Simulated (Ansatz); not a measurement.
The first iterations of a band of AlH3O + H3P (9 atoms, charge 0, multiplicity 1).

Level of theory: RKS PBE0-D4/def2-SVP in Ansatz 0.2.0.

| Item | Value |
| --- | --- |
| movable images | 7 |
| climbing image | yes |
| spring | 5.0 eV/Å² |
| optimiser | quadratic models (default) |
| start path | through a guess of the saddle point |
| force threshold | 0.05 eV/Å |
| iteration limit | 60 |
| end points | relaxed |

Initial state:

```xyz
9
Properties=species:S:1:pos:R:3
Al 0.216 -0.046 0.261
O -0.297 -0.669 1.772
H -1.210 -0.828 2.019
H 1.782 0.010 0.049
H -0.854 0.248 -0.878
P 0.219 3.119 1.389
H 1.522 2.651 1.036
H -0.371 2.719 0.147
H -0.137 1.906 2.061
```

Final state:

```xyz
9
Properties=species:S:1:pos:R:3
Al 0.373 0.491 0.227
O -0.373 -0.202 1.984
H -1.185 -0.726 1.947
H 1.779 -0.247 0.111
H -0.851 0.070 -0.716
P 0.338 2.708 1.074
H 1.656 3.108 0.709
H -0.320 3.335 -0.024
H -0.549 0.573 2.544
```

| iteration | highest image above the first end (eV) | largest band force component (eV/Å) |
| --- | --- | --- |
| 1 | 8.706 | 24.337 |
| 2 | 2.563 | 8.278 |
| 3 | 1.272 | 4.929 |
| 4 | 0.926 | 1.537 |
| 5 | 0.704 | 0.544 |
| 6 | 0.566 | 0.736 |

Q: Does the band converge within its limit, and where does its top end?

A: The run converged. It ended after 20 iterations with the highest image 0.716 eV above the first end. A vibrational analysis at the climbing image gives one clearly imaginary mode, 1130i cm⁻¹: a first-order saddle point. The orbitals stay closed-shell, which can raise the energy where a bond breaks towards radicals; this wasn't checked here.

Run time: 6.5 min on 1 thread of Intel(R) Xeon(R) Platinum 8259CL CPU @ 2.50GHz (Skylake/Cascade Lake) (shared host), peak memory 0.19 GiB.
